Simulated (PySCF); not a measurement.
**CFCl3: calculation against experiment**

**Experimental background.**

NIST CCCBDB Release 22 (SRD 101), experimental dipoles lists, for the gas: dipole moment (microwave Stark effect, vibrational ground state) 0.46 ± 0.02 D.

How close the calculation comes is told at the end.

Compound: CFCl3.
Numbering: `[F:1][C:2]([Cl:3])([Cl:4])[Cl:5]`

Cartesian coordinates in Å at the GFN2-xTB level; atoms count from 1:
```xyz
5
CCl3F angstrom
F      0.0603   -0.1410    1.3961
C      0.0046   -0.0063    0.0667
Cl    -0.4579    1.6606   -0.3126
Cl     1.6028   -0.3706   -0.6039
Cl    -1.2011   -1.1397   -0.5634
```

The PySCF runs (gas phase, on this GFN2-xTB geometry; no spin–orbit coupling):

```json
{"level": "PW91/pcX-1", "job": "shieldings", "basis functions": "168", "wall time": "13 s"}
{"level": "X3LYP/pcX-1", "job": "shieldings", "basis functions": "168", "wall time": "11 s"}
```

Hardware: Intel Xeon at 2.30 GHz, one thread (shared host).

**Comparison with experiment**

**Dipole moment.** Measured: 0.46 D (NIST CCCBDB Release 22 (SRD 101), experimental dipoles).

| level | computed (D) | computed − measured (D) | % (from the printed values) |
| --- | --- | --- | --- |
| PW91/pcX-1 | 0.32 | -0.14 | -30 |
| X3LYP/pcX-1 | 0.42 | -0.04 | -9 |

Closest is X3LYP/pcX-1 (-0.04 D), furthest PW91/pcX-1 (-0.14 D); one molecule doesn't rank methods. The computed dipoles belong to one fixed geometry; measured ones are averaged over vibrations unless marked μe. Magnitudes are compared, not signs.

The geometry is computed, not the measured one. Where a level misses, the cause wasn't examined.
